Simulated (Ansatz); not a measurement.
Born–Oppenheimer molecular dynamics of BClFH (4 atoms, charge 0, multiplicity 1). It starts at the highest image of a converged band. Of that band: Neighbouring images differ by up to 2.0 eV, so the band resolves the path poorly. A vibrational analysis at the climbing image gives one clearly imaginary mode, 813i cm⁻¹: a first-order saddle point.

Level of theory: Ansatz 0.2.0, RKS PBE0-D4/def2-SVPD.

```json
{
  "ensemble": "NVE (velocity Verlet)",
  "time step": "0.5 fs",
  "steps asked": "200",
  "starting velocities drawn for": "300 K",
  "seed": "7536"
}
```

Frames 5 fs apart, positions in Å, forces in eV/Å.

Velocities at 10.0 fs (Å/ps):

```
B -7.16 0.89 4.80
H 22.47 -7.62 7.17
Cl 0.29 0.06 -0.73
F 2.34 -0.20 -1.75
```

```xyz
4
Properties=species:S:1:pos:R:3:forces:R:3 time_fs=10.0 energy_less_start_eV=-0.006 T=324
B -0.466 0.014 0.374 -0.83 -0.13 0.62
H 0.910 -0.111 0.918 -0.26 0.07 0.48
Cl 2.090 0.001 0.215 1.36 -0.02 -0.40
F -0.926 -0.004 -0.790 -0.27 0.07 -0.70
4
Properties=species:S:1:pos:R:3:forces:R:3 time_fs=15.0 energy_less_start_eV=-0.059 T=529
B -0.511 0.017 0.402 -0.77 -0.15 -0.13
H 0.986 -0.140 1.001 -0.04 0.14 -0.03
Cl 2.096 0.001 0.210 0.78 -0.07 -0.03
F -0.915 -0.004 -0.801 0.03 0.08 0.19
4
Properties=species:S:1:pos:R:3:forces:R:3 time_fs=20.0 energy_less_start_eV=-0.084 T=624
B -0.574 0.016 0.428 -0.63 -0.12 -0.70
H 1.056 -0.136 1.076 0.36 0.17 -0.51
Cl 2.107 0.001 0.205 0.15 -0.12 0.43
F -0.904 -0.004 -0.810 0.12 0.07 0.79
4
Properties=species:S:1:pos:R:3:forces:R:3 time_fs=25.0 energy_less_start_eV=-0.126 T=787
B -0.650 0.014 0.440 -0.50 -0.05 -0.43
H 1.177 -0.097 1.069 -0.63 -0.03 0.62
Cl 2.120 0.000 0.202 1.19 0.04 -0.59
F -0.892 -0.003 -0.811 -0.07 0.03 0.40
4
Properties=species:S:1:pos:R:3:forces:R:3 time_fs=30.0 energy_less_start_eV=-0.163 T=930
B -0.737 0.010 0.444 -0.11 -0.02 0.32
H 1.210 -0.056 1.145 0.34 0.05 -0.44
Cl 2.140 -0.001 0.197 0.00 -0.04 0.47
F -0.881 -0.001 -0.807 -0.23 0.01 -0.34
4
Properties=species:S:1:pos:R:3:forces:R:3 time_fs=35.0 energy_less_start_eV=-0.183 T=1008
B -0.827 0.005 0.453 -0.04 0.00 0.25
H 1.286 -0.008 1.157 0.01 0.00 -0.03
Cl 2.161 -0.002 0.193 0.25 0.00 0.09
F -0.873 0.001 -0.806 -0.23 0.00 -0.32
4
Properties=species:S:1:pos:R:3:forces:R:3 time_fs=40.0 energy_less_start_eV=-0.183 T=1009
B -0.918 0.001 0.466 0.04 0.01 -0.53
H 1.357 0.043 1.173 -0.21 0.01 0.28
Cl 2.184 -0.003 0.190 0.41 -0.01 -0.20
F -0.867 0.003 -0.809 -0.24 -0.01 0.45
4
Properties=species:S:1:pos:R:3:forces:R:3 time_fs=45.0 energy_less_start_eV=-0.170 T=957
B -1.007 -0.004 0.468 0.16 0.02 -0.82
H 1.399 0.092 1.226 0.49 -0.07 -0.61
Cl 2.209 -0.004 0.187 -0.35 0.06 0.68
F -0.865 0.005 -0.806 -0.30 -0.01 0.75
4
Properties=species:S:1:pos:R:3:forces:R:3 time_fs=50.0 energy_less_start_eV=-0.170 T=960
B -1.094 -0.007 0.454 0.09 0.01 -0.21
H 1.504 0.134 1.205 -0.58 0.11 0.86
Cl 2.233 -0.005 0.186 0.70 -0.11 -0.79
F -0.866 0.006 -0.795 -0.21 -0.01 0.13
4
Properties=species:S:1:pos:R:3:forces:R:3 time_fs=55.0 energy_less_start_eV=-0.163 T=931
B -1.179 -0.011 0.435 -0.05 0.00 0.47
H 1.545 0.185 1.284 0.58 -0.16 -0.86
Cl 2.260 -0.006 0.182 -0.49 0.16 0.92
F -0.870 0.008 -0.782 -0.04 0.00 -0.54
4
Properties=species:S:1:pos:R:3:forces:R:3 time_fs=60.0 energy_less_start_eV=-0.166 T=945
B -1.265 -0.015 0.425 -0.01 0.00 0.19
H 1.663 0.215 1.254 -0.52 0.19 0.94
Cl 2.285 -0.007 0.183 0.59 -0.19 -0.89
F -0.875 0.009 -0.775 -0.07 0.00 -0.24
4
Properties=species:S:1:pos:R:3:forces:R:3 time_fs=65.0 energy_less_start_eV=-0.165 T=939
B -1.350 -0.018 0.418 0.27 0.02 -0.55
H 1.728 0.266 1.331 0.41 -0.19 -0.76
Cl 2.312 -0.008 0.180 -0.35 0.19 0.81
F -0.880 0.011 -0.771 -0.33 -0.02 0.50
```

Of the whole run (100 fs, mean temperature of the second half 955 K): The conserved energy stayed within 0.057 meV per atom of its start (net change 0.032 meV per atom), so the integration is sound. The kinetic energy rose, since the run started high on the potential surface and went downhill. It ends in pieces (BF + ClH), so much of that is their flight and rotation, not heat. A run of 0.1 ps of so small a system gives no equilibrium averages. The orbitals stay closed-shell, which can raise the energy where a bond breaks towards radicals; this wasn't checked here.

Time of the run: 4.8 min on 1 thread of Arm Neoverse V2 (shared host), peak memory 0.12 GiB.
